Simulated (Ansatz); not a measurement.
Species: acetylene, C2H2, net charge 0, singlet state. 
Geometry from a B3LYP-D3(BJ)/def2-TZVP (Ansatz, a quantum-chemistry and plane-wave program) optimisation:
```xyz
4

C      0.0000     0.0000    -0.5984
C      0.0000     0.0000     0.5984
H      0.0000     0.0000     1.6611
H      0.0000     0.0000    -1.6611
```
Charge 0, spin multiplicity 1.

Basis-set convergence of Hartree-Fock and CCSD(T) correlation energies (hartree) with Ansatz. Correlated levels leave the core frozen unless marked. Spin-orbit coupling is left out. No relativistic terms.

```
basis        functions      E(HF)  E(corr, CCSD(T))
-----------  ---------  ---------  ----------------
def2-SVPD           56  -76.76426          -0.29407
def2-TZVPPD        108  -76.85250          -0.33732
def2-QZVPPD        192  -76.85579          -0.35372
```

Extrapolating the two largest sets (X = 3 and 4) as X^-3: E(corr) = (64·(-0.35372) - 27·(-0.33732))/37 = -0.3657 Eh, an estimate of the basis-set limit. The largest set recovers 96.7 % of it, the smallest 80.4 %.
